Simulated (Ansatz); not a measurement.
## Structure optimisation: nickel, fcc

Theory: DFT, BLYP, plane waves (420 eV) with PAW, scalar-relativistic in Ansatz 0.2.0. (PAW data from PBE, frozen cores regenerated.)

k-point mesh 15×15×15, Fermi-Dirac smearing 0.1 eV, no spin polarisation. Cell and atoms relax.

Starting structure:

```yaml
crystal:
  lattice:
    - [0.0, 1.76194, 1.76194]
    - [1.76194, 0.0, 1.76194]
    - [1.76194, 1.76194, 0.0]
  atoms:
    - { symbol: Ni, position: [0.0, 0.0, 0.0] }
hamiltonian:
  xc: blyp
  pseudopotentials:
    kind: paw
    azcp:
      Ni: "pseudopotentials/Ni.paw.azcp"
basis:
  ecutwfc: 420
  fft_grid_basis: typed
kpoints:
  mp_grid: { grid: [15, 15, 15], shift: [0, 0, 0] }
magnetization:
  spin_polarized: false
scf:
  occupations: { method: fermi_dirac, width: 0.1 }
relax:
  max_steps: 60
  f_tol: 0.01
  cell: {}
```

Question: What cell does the relaxation end in?

Answer: Fm-3m with a = 3.573 Å; 11.41 Å³ per atom against 10.94 at the start (4.3 %).

Question: How much energy does the relaxation gain?

Answer: 11.1 meV per atom.

Spin polarisation is off here; a magnetic state may lie lower.
